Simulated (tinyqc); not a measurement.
UKS/LDA (VWN5) in the sto-3g basis, for CH2, spin multiplicity 3, step by step (part 2 of 3). Computed by tinyqc, a small Python program that keeps every step (integrals from PySCF). Command: `OMP_NUM_THREADS=1 python tinyqc.py 31452 31453 out.jsonl` (the two numbers bound the seeds that draw the settings). One thread of a shared host (Intel(R) Xeon(R) Processor @ 2.60GHz), about 2 s of CPU time with the checks.

Geometry (angstrom):
```
atom         x          y         z
C     0.000000   0.000000  0.000000
H     0.000000   0.910000  0.702000
H     0.000000  -0.910000  0.702000
```

## Iteration 2: exchange-correlation on the grid

D(alpha) after iteration 1, order 1C 1s, 1C 2s, 1C 2px, 1C 2py, 1C 2pz, 2H 1s, 3H 1s:
```
[[1.058097, -0.233526, 0.000000, 0.000000, 0.029597, -0.020505, -0.020505],
 [-0.233526, 0.982494, 0.000000, 0.000000, -0.116743, 0.020991, 0.020991],
 [0.000000, 0.000000, 1.000000, 0.000000, 0.000000, 0.000000, 0.000000],
 [0.000000, 0.000000, 0.000000, 0.750536, 0.000000, 0.119273, -0.119273],
 [0.029597, -0.116743, 0.000000, 0.000000, 0.885439, 0.074575, 0.074575],
 [-0.020505, 0.020991, 0.000000, 0.119273, 0.074575, 0.080342, -0.015866],
 [-0.020505, 0.020991, 0.000000, -0.119273, 0.074575, -0.015866, 0.080342]]
```

D(beta) after iteration 1, order 1C 1s, 1C 2s, 1C 2px, 1C 2py, 1C 2pz, 2H 1s, 3H 1s:
```
[[1.036204, -0.148612, 0.000000, 0.000000, -0.089641, -0.031241, -0.031241],
 [-0.148612, 0.653715, 0.000000, 0.000000, 0.343586, 0.060240, 0.060240],
 [0.000000, 0.000000, 0.000000, 0.000000, 0.000000, 0.000000, 0.000000],
 [0.000000, 0.000000, 0.000000, 0.721529, 0.000000, 0.129136, -0.129136],
 [-0.089641, 0.343586, 0.000000, 0.000000, 0.181334, 0.028421, 0.028421],
 [-0.031241, 0.060240, 0.000000, 0.129136, 0.028421, 0.086482, -0.027644],
 [-0.031241, 0.060240, 0.000000, -0.129136, 0.028421, -0.027644, 0.086482]]
```

Becke grid with 10 radial and 14 angular points per atom, points of zero weight dropped. rho = sum D_ij phi_i phi_j; V_xc,ij = sum w v_xc phi_i phi_j; v_xc is d(rho eps)/d rho(s) for spin s.

The 12 grid points with the largest w rho, of 416 (bohr, atomic units):
```
x                  y          z         w  rho(alpha)  rho(beta)     eps_xc  v_xc(alpha)
0.000000    0.000000   1.455293  1.237112    0.084383   0.062026  -0.447103    -0.602688
0.840214   -0.840214  -0.840214  1.559100    0.089231   0.021540  -0.432257    -0.597772
-0.840214   0.840214  -0.840214  1.559100    0.089231   0.021540  -0.432257    -0.597772
-0.840214  -0.840214  -0.840214  1.559100    0.089231   0.021540  -0.432257    -0.597772
0.840214    0.840214  -0.840214  1.559100    0.089231   0.021540  -0.432257    -0.597772
0.840214   -0.840214   0.840214  1.070894    0.090105   0.063525  -0.454255    -0.614409
-0.840214   0.840214   0.840214  1.070894    0.090105   0.063525  -0.454255    -0.614409
-0.840214  -0.840214   0.840214  1.070894    0.090105   0.063525  -0.454255    -0.614409
0.840214    0.840214   0.840214  1.070894    0.090105   0.063525  -0.454255    -0.614409
0.000000   -1.455293   0.000000  0.984082    0.085982   0.079166  -0.462502    -0.610885
0.000000    1.455293   0.000000  0.984082    0.085982   0.079166  -0.462502    -0.610885
-1.455293   0.000000   0.000000  1.387416    0.092623   0.016063  -0.437600    -0.601887
```

electrons on the grid, sum of w rho = 7.951812

E_xc = sum of w rho eps_xc = -5.92168081 hartree

V_xc(alpha) (hartree), order 1C 1s, 1C 2s, 1C 2px, 1C 2py, 1C 2pz, 2H 1s, 3H 1s:
```
[[-2.145996, -0.336679, 0.000000, 0.000000, 0.000113, -0.074229, -0.074229],
 [-0.336679, -0.629513, 0.000000, 0.000000, -0.008856, -0.241917, -0.241917],
 [0.000000, 0.000000, -0.616084, 0.000000, 0.000000, 0.000000, 0.000000],
 [0.000000, 0.000000, 0.000000, -0.639478, 0.000000, -0.175999, 0.175999],
 [0.000113, -0.008856, 0.000000, 0.000000, -0.636838, -0.138505, -0.138505],
 [-0.074229, -0.241917, 0.000000, -0.175999, -0.138505, -0.403843, -0.072820],
 [-0.074229, -0.241917, 0.000000, 0.175999, -0.138505, -0.072820, -0.403843]]
```

V_xc(beta) (hartree), order 1C 1s, 1C 2s, 1C 2px, 1C 2py, 1C 2pz, 2H 1s, 3H 1s:
```
[[-2.114756, -0.316006, 0.000000, 0.000000, -0.007376, -0.070446, -0.070446],
 [-0.316006, -0.523775, 0.000000, 0.000000, -0.067520, -0.219916, -0.219916],
 [0.000000, 0.000000, -0.484564, 0.000000, 0.000000, 0.000000, 0.000000],
 [0.000000, 0.000000, 0.000000, -0.574811, 0.000000, -0.167566, 0.167566],
 [-0.007376, -0.067520, 0.000000, 0.000000, -0.513409, -0.139406, -0.139406],
 [-0.070446, -0.219916, 0.000000, -0.167566, -0.139406, -0.393990, -0.067906],
 [-0.070446, -0.219916, 0.000000, 0.167566, -0.139406, -0.067906, -0.393990]]
```

## Iteration 2: building the Kohn-Sham matrix

core Hamiltonian H = T + V (hartree), order 1C 1s, 1C 2s, 1C 2px, 1C 2py, 1C 2pz, 2H 1s, 3H 1s:
```
[[-18.682483, -4.506827, 0.000000, 0.000000, -0.018609, -0.994189, -0.994189],
 [-4.506827, -5.618598, 0.000000, 0.000000, -0.195352, -2.265694, -2.265694],
 [0.000000, 0.000000, -4.494749, 0.000000, 0.000000, 0.000000, 0.000000],
 [0.000000, 0.000000, 0.000000, -4.638564, 0.000000, -1.496395, 1.496395],
 [-0.018609, -0.195352, 0.000000, 0.000000, -4.580333, -1.204729, -1.204729],
 [-0.994189, -2.265694, 0.000000, -1.496395, -1.204729, -3.472535, -0.734369],
 [-0.994189, -2.265694, 0.000000, 1.496395, -1.204729, -0.734369, -3.472535]]
```

nuclear repulsion = 5.81594078 hartree

Given earlier and not repeated: Two-electron integrals (ij|kl) in chemists' order.

J_ij = sum D_kl (ij|kl) with D = D(alpha) + D(beta); F = H + J + V_xc; E = tr D H + tr D J / 2 + E_xc + E_nn.

Coulomb J (hartree), order 1C 1s, 1C 2s, 1C 2px, 1C 2py, 1C 2pz, 2H 1s, 3H 1s:
```
[[11.874821, 2.305553, 0.000000, 0.000000, 0.021776, 0.506090, 0.506090],
 [2.305553, 5.305687, 0.000000, 0.000000, 0.134392, 2.086571, 2.086571],
 [0.000000, 0.000000, 5.266321, 0.000000, 0.000000, 0.000000, 0.000000],
 [0.000000, 0.000000, 0.000000, 5.342593, 0.000000, 1.497368, -1.497368],
 [0.021776, 0.134392, 0.000000, 0.000000, 5.291743, 1.186680, 1.186680],
 [0.506090, 2.086571, 0.000000, 1.497368, 1.186680, 3.583809, 0.654162],
 [0.506090, 2.086571, 0.000000, -1.497368, 1.186680, 0.654162, 3.583809]]
```

F(alpha) (hartree), order 1C 1s, 1C 2s, 1C 2px, 1C 2py, 1C 2pz, 2H 1s, 3H 1s:
```
[[-8.953659, -2.537952, 0.000000, 0.000000, 0.003280, -0.562328, -0.562328],
 [-2.537952, -0.942424, 0.000000, 0.000000, -0.069816, -0.421040, -0.421040],
 [0.000000, 0.000000, 0.155488, 0.000000, 0.000000, 0.000000, 0.000000],
 [0.000000, 0.000000, 0.000000, 0.064551, 0.000000, -0.175027, 0.175027],
 [0.003280, -0.069816, 0.000000, 0.000000, 0.074571, -0.156555, -0.156555],
 [-0.562328, -0.421040, 0.000000, -0.175027, -0.156555, -0.292569, -0.153027],
 [-0.562328, -0.421040, 0.000000, 0.175027, -0.156555, -0.153027, -0.292569]]
```

F(beta) (hartree), order 1C 1s, 1C 2s, 1C 2px, 1C 2py, 1C 2pz, 2H 1s, 3H 1s:
```
[[-8.922419, -2.517280, 0.000000, 0.000000, -0.004209, -0.558545, -0.558545],
 [-2.517280, -0.836686, 0.000000, 0.000000, -0.128480, -0.399039, -0.399039],
 [0.000000, 0.000000, 0.287008, 0.000000, 0.000000, 0.000000, 0.000000],
 [0.000000, 0.000000, 0.000000, 0.129217, 0.000000, -0.166594, 0.166594],
 [-0.004209, -0.128480, 0.000000, 0.000000, 0.198000, -0.157456, -0.157456],
 [-0.558545, -0.399039, 0.000000, -0.166594, -0.157456, -0.282716, -0.148113],
 [-0.558545, -0.399039, 0.000000, 0.166594, -0.157456, -0.148113, -0.282716]]
```

total energy of this density = -37.72923123 hartree

This density is a damped mixture and is not idempotent.

## Iteration 2: diagonalisation and new density

X, order 1C 1s, 1C 2s, 1C 2px, 1C 2py, 1C 2pz, 2H 1s, 3H 1s:
```
[[-0.296556, 0.000000, 0.773317, 0.000000, -0.605088, 0.000000, 0.165237],
 [1.190063, 0.000000, -0.359624, 0.000000, -0.319931, 0.000000, 0.426974],
 [0.000000, 0.000000, 0.000000, 1.000000, 0.000000, 0.000000, 0.000000],
 [0.000000, 1.008253, 0.000000, 0.000000, 0.000000, 0.636891, 0.000000],
 [0.646309, 0.000000, 0.619053, 0.000000, 0.633697, 0.000000, 0.226837],
 [-0.824272, -0.835394, -0.156021, 0.000000, 0.126335, 0.384338, 0.367433],
 [-0.824272, 0.835394, -0.156021, 0.000000, 0.126335, -0.384338, 0.367433]]
```

overlap S, order 1C 1s, 1C 2s, 1C 2px, 1C 2py, 1C 2pz, 2H 1s, 3H 1s:
```
[[1.000000, 0.248362, 0.000000, 0.000000, 0.000000, 0.054232, 0.054232],
 [0.248362, 1.000000, 0.000000, 0.000000, 0.000000, 0.457173, 0.457173],
 [0.000000, 0.000000, 1.000000, 0.000000, 0.000000, 0.000000, 0.000000],
 [0.000000, 0.000000, 0.000000, 1.000000, 0.000000, 0.353304, -0.353304],
 [0.000000, 0.000000, 0.000000, 0.000000, 1.000000, 0.272549, 0.272549],
 [0.054232, 0.457173, 0.000000, 0.353304, 0.272549, 1.000000, 0.159055],
 [0.054232, 0.457173, 0.000000, -0.353304, 0.272549, 0.159055, 1.000000]]
```

A level shift of 1 hartree raises the virtual space: F + shift (S - S D(s) S), with D(s) the density of one spin. Diagonalise F' = X^T F X, C = X C', fill 5 alpha and 3 beta electrons from the bottom; D(s) = C_occ C_occ^T; the new density keeps 0.2 of the old one (damping). Each column has its largest component positive (the first on a tie).

F' = X^T F X (alpha) (hartree):
```
[[1.268357, 0.000000, 0.663631, 0.000000, -0.362317, 0.000000, -0.062627],
 [0.000000, 1.375413, 0.000000, 0.000000, 0.000000, -0.046403, 0.000000],
 [0.663631, 0.000000, -3.752307, 0.000000, 4.008889, 0.000000, -1.876486],
 [0.000000, 0.000000, 0.000000, 0.155488, 0.000000, 0.000000, 0.000000],
 [-0.362317, 0.000000, 4.008889, 0.000000, -4.117312, 0.000000, 1.995768],
 [0.000000, -0.046403, 0.000000, 0.000000, 0.000000, -0.101283, 0.000000],
 [-0.062627, 0.000000, -1.876486, 0.000000, 1.995768, 0.000000, -1.245926]]
```

orbital energies (alpha) (hartree): [-8.967308, -0.333925, -0.102740, 0.050980, 0.155488, 1.376870, 1.403063]

coefficients C (alpha), order 1C 1s, 1C 2s, 1C 2px, 1C 2py, 1C 2pz, 2H 1s, 3H 1s:
```
[[0.988276, -0.231920, 0.000000, 0.135840, 0.000000, 0.000000, -0.174560],
 [0.049372, 0.709074, 0.000000, -0.550106, 0.000000, 0.000000, 1.011139],
 [0.000000, 0.000000, 0.000000, 0.000000, 1.000000, 0.000000, 0.000000],
 [0.000000, 0.000000, 0.668213, 0.000000, 0.000000, 0.987773, 0.000000],
 [0.006130, 0.204247, 0.000000, 0.817798, 0.000000, 0.000000, 0.737171],
 [-0.011998, 0.238955, 0.357936, 0.162271, 0.000000, -0.847042, -0.878157],
 [-0.011998, 0.238955, -0.357936, 0.162271, 0.000000, 0.847042, -0.878157]]
```

F' = X^T F X (beta) (hartree):
```
[[1.322961, 0.000000, 0.596805, 0.000000, -0.423528, 0.000000, -0.026918],
 [0.000000, 1.426113, 0.000000, 0.000000, 0.000000, 0.009016, 0.000000],
 [0.596805, 0.000000, -3.169715, 0.000000, 4.574689, 0.000000, -1.862386],
 [0.000000, 0.000000, 0.000000, 1.287008, 0.000000, 0.000000, 0.000000],
 [-0.423528, 0.000000, 4.574689, 0.000000, -3.514954, 0.000000, 1.997346],
 [0.000000, 0.009016, 0.000000, 0.000000, 0.000000, -0.071816, 0.000000],
 [-0.026918, 0.000000, -1.862386, 0.000000, 1.997346, 0.000000, -1.212028]]
```

orbital energies (beta) (hartree): [-8.934809, -0.286435, -0.071870, 1.169502, 1.287008, 1.426167, 1.478006]

coefficients C (beta), order 1C 1s, 1C 2s, 1C 2px, 1C 2py, 1C 2pz, 2H 1s, 3H 1s:
```
[[0.988931, -0.209101, 0.000000, -0.209548, 0.000000, 0.000000, -0.117397],
 [0.046897, 0.616500, 0.000000, 0.927463, 0.000000, 0.000000, 0.766670],
 [0.000000, 0.000000, 0.000000, 0.000000, 1.000000, 0.000000, 0.000000],
 [0.000000, 0.000000, 0.630811, 0.000000, 0.000000, 1.012068, 0.000000],
 [0.007395, 0.287984, 0.000000, -0.506973, 0.000000, 0.000000, 0.956012],
 [-0.011642, 0.274288, 0.389359, -0.404788, 0.000000, -0.833066, -0.784546],
 [-0.011642, 0.274288, -0.389359, -0.404788, 0.000000, 0.833066, -0.784546]]
```

D(alpha) after iteration 2, order 1C 1s, 1C 2s, 1C 2px, 1C 2py, 1C 2pz, 2H 1s, 3H 1s:
```
[[1.050762, -0.199010, 0.000000, 0.000000, 0.061742, -0.040287, -0.040287],
 [-0.199010, 0.842770, 0.000000, 0.000000, -0.267146, 0.067860, 0.067860],
 [0.000000, 0.000000, 1.000000, 0.000000, 0.000000, 0.000000, 0.000000],
 [0.000000, 0.000000, 0.000000, 0.507314, 0.000000, 0.215197, -0.215197],
 [0.061742, -0.267146, 0.000000, 0.000000, 0.745526, 0.160065, 0.160065],
 [-0.040287, 0.067860, 0.000000, 0.215197, 0.160065, 0.185423, -0.038808],
 [-0.040287, 0.067860, 0.000000, -0.215197, 0.160065, -0.038808, 0.185423]]
```

D(beta) after iteration 2, order 1C 1s, 1C 2s, 1C 2px, 1C 2py, 1C 2pz, 2H 1s, 3H 1s:
```
[[1.024607, -0.095748, 0.000000, 0.000000, -0.060252, -0.061342, -0.061342],
 [-0.095748, 0.436560, 0.000000, 0.000000, 0.211028, 0.146890, 0.146890],
 [0.000000, 0.000000, 0.000000, 0.000000, 0.000000, 0.000000, 0.000000],
 [0.000000, 0.000000, 0.000000, 0.462644, 0.000000, 0.222317, -0.222317],
 [-0.060252, 0.211028, 0.000000, 0.000000, 0.102659, 0.068808, 0.068808],
 [-0.061342, 0.146890, 0.000000, 0.222317, 0.068808, 0.198872, -0.066513],
 [-0.061342, 0.146890, 0.000000, -0.222317, 0.068808, -0.066513, 0.198872]]
```

## Iteration 36 (converged): orbitals

converged F(alpha) (hartree), order 1C 1s, 1C 2s, 1C 2px, 1C 2py, 1C 2pz, 2H 1s, 3H 1s:
```
[[-9.489202, -2.655539, 0.000000, 0.000000, -0.000406, -0.588067, -0.588067],
 [-2.655539, -1.175930, 0.000000, 0.000000, -0.047819, -0.477865, -0.477865],
 [0.000000, 0.000000, -0.089569, 0.000000, 0.000000, 0.000000, 0.000000],
 [0.000000, 0.000000, 0.000000, -0.162685, 0.000000, -0.202522, 0.202522],
 [-0.000406, -0.047819, 0.000000, 0.000000, -0.152792, -0.169901, -0.169901],
 [-0.588067, -0.477865, 0.000000, -0.202522, -0.169901, -0.281896, -0.164416],
 [-0.588067, -0.477865, 0.000000, 0.202522, -0.169901, -0.164416, -0.281896]]
```

converged F(beta) (hartree), order 1C 1s, 1C 2s, 1C 2px, 1C 2py, 1C 2pz, 2H 1s, 3H 1s:
```
[[-9.456276, -2.633113, 0.000000, 0.000000, -0.007212, -0.583856, -0.583856],
 [-2.633113, -1.061780, 0.000000, 0.000000, -0.101215, -0.453092, -0.453092],
 [0.000000, 0.000000, 0.054553, 0.000000, 0.000000, 0.000000, 0.000000],
 [0.000000, 0.000000, 0.000000, -0.086695, 0.000000, -0.192550, 0.192550],
 [-0.007212, -0.101215, 0.000000, 0.000000, -0.027864, -0.168907, -0.168907],
 [-0.583856, -0.453092, 0.000000, -0.192550, -0.168907, -0.271057, -0.158737],
 [-0.583856, -0.453092, 0.000000, 0.192550, -0.168907, -0.158737, -0.271057]]
```

Diagonalise F' = X^T F X, C = X C', fill 5 alpha and 3 beta electrons from the bottom; D(s) = C_occ C_occ^T. Each column has its largest component positive (the first on a tie).

F' = X^T F X (alpha) (hartree):
```
[[0.292820, 0.000000, 0.549263, 0.000000, -0.378845, 0.000000, 0.092987],
 [0.000000, 0.352972, 0.000000, 0.000000, 0.000000, 0.029519, 0.000000],
 [0.549263, 0.000000, -4.166962, 0.000000, 4.138859, 0.000000, -1.909307],
 [0.000000, 0.000000, 0.000000, -0.089569, 0.000000, 0.000000, 0.000000],
 [-0.378845, 0.000000, 4.138859, 0.000000, -4.476050, 0.000000, 2.071875],
 [0.000000, 0.029519, 0.000000, 0.000000, 0.000000, -0.298992, 0.000000],
 [0.092987, 0.000000, -1.909307, 0.000000, 2.071875, 0.000000, -1.485175]]
```

orbital energies (alpha) (hartree): [-9.501199, -0.528568, -0.300325, -0.188541, -0.089569, 0.354306, 0.382941]

coefficients C (alpha), order 1C 1s, 1C 2s, 1C 2px, 1C 2py, 1C 2pz, 2H 1s, 3H 1s:
```
[[0.989232, -0.233297, 0.000000, 0.128695, 0.000000, 0.000000, -0.172714],
 [0.045675, 0.716344, 0.000000, -0.561366, 0.000000, 0.000000, 0.999938],
 [0.000000, 0.000000, 0.000000, 0.000000, 1.000000, 0.000000, 0.000000],
 [0.000000, 0.000000, 0.590731, 0.000000, 0.000000, 1.035973, 0.000000],
 [0.006125, 0.125595, 0.000000, 0.783404, 0.000000, 0.000000, 0.790213],
 [-0.011298, 0.252229, 0.421654, 0.231186, 0.000000, -0.817194, -0.858802],
 [-0.011298, 0.252229, -0.421654, 0.231186, 0.000000, 0.817194, -0.858802]]
```

F' = X^T F X (beta) (hartree):
```
[[0.341448, 0.000000, 0.540336, 0.000000, -0.384455, 0.000000, 0.132101],
 [0.000000, 0.403825, 0.000000, 0.000000, 0.000000, 0.072120, 0.000000],
 [0.540336, 0.000000, -4.075899, 0.000000, 4.208031, 0.000000, -1.919844],
 [0.000000, 0.000000, 0.000000, 0.054553, 0.000000, 0.000000, 0.000000],
 [-0.384455, 0.000000, 4.208031, 0.000000, -4.371038, 0.000000, 2.050823],
 [0.000000, 0.072120, 0.000000, 0.000000, 0.000000, -0.256879, 0.000000],
 [0.132101, 0.000000, -1.919844, 0.000000, 2.050823, 0.000000, -1.443367]]
```

orbital energies (beta) (hartree): [-9.467101, -0.471028, -0.264660, -0.037793, 0.054553, 0.411606, 0.427064]

coefficients C (beta), order 1C 1s, 1C 2s, 1C 2px, 1C 2py, 1C 2pz, 2H 1s, 3H 1s:
```
[[0.989850, -0.208672, 0.000000, 0.162843, 0.000000, 0.000000, -0.171856],
 [0.043259, 0.607878, 0.000000, -0.693008, 0.000000, 0.000000, 0.989240],
 [0.000000, 0.000000, 0.000000, 0.000000, 1.000000, 0.000000, 0.000000],
 [0.000000, 0.000000, 0.525068, 0.000000, 0.000000, 1.070751, 0.000000],
 [0.006754, 0.191802, 0.000000, 0.722708, 0.000000, 0.000000, 0.833564],
 [-0.010831, 0.308154, 0.471727, 0.240040, 0.000000, -0.789349, -0.837878],
 [-0.010831, 0.308154, -0.471727, 0.240040, 0.000000, 0.789349, -0.837878]]
```

D(alpha) after iteration 36, order 1C 1s, 1C 2s, 1C 2px, 1C 2py, 1C 2pz, 2H 1s, 3H 1s:
```
[[1.049570, -0.194182, 0.000000, 0.000000, 0.077578, -0.040269, -0.040269],
 [-0.194182, 0.830367, 0.000000, 0.000000, -0.349527, 0.050387, 0.050387],
 [0.000000, 0.000000, 1.000000, 0.000000, 0.000000, 0.000000, 0.000000],
 [0.000000, 0.000000, 0.000000, 0.348963, 0.000000, 0.249084, -0.249084],
 [0.077578, -0.349527, 0.000000, 0.000000, 0.629533, 0.212722, 0.212722],
 [-0.040269, 0.050387, 0.000000, 0.249084, 0.212722, 0.294987, -0.060598],
 [-0.040269, 0.050387, 0.000000, -0.249084, 0.212722, -0.060598, 0.294987]]
```

D(beta) after iteration 36, order 1C 1s, 1C 2s, 1C 2px, 1C 2py, 1C 2pz, 2H 1s, 3H 1s:
```
[[1.023348, -0.084027, 0.000000, 0.000000, -0.033338, -0.075024, -0.075024],
 [-0.084027, 0.371387, 0.000000, 0.000000, 0.116884, 0.186851, 0.186851],
 [0.000000, 0.000000, 0.000000, 0.000000, 0.000000, 0.000000, 0.000000],
 [0.000000, 0.000000, 0.000000, 0.275697, 0.000000, 0.247689, -0.247689],
 [-0.033338, 0.116884, 0.000000, 0.000000, 0.036833, 0.059031, 0.059031],
 [-0.075024, 0.186851, 0.000000, 0.247689, 0.059031, 0.317603, -0.127451],
 [-0.075024, 0.186851, 0.000000, -0.247689, 0.059031, -0.127451, 0.317603]]
```
